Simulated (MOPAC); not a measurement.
MOPAC input (PM6):

```
PM6 PRECISE GNORM=0.05 LET XYZ CHARGE=-1 GEO-OK AUX(PRECISION=9) THREADS=1
H2N

N    -0.00356243 1    0.11201664 1    0.09548205 1
H     0.80776927 1   -0.37468272 1   -0.32489897 1
H    -0.78283228 1   -0.40943375 1   -0.34347535 1
```

What heat of formation does the run end on?

43.16 kcal/mol.
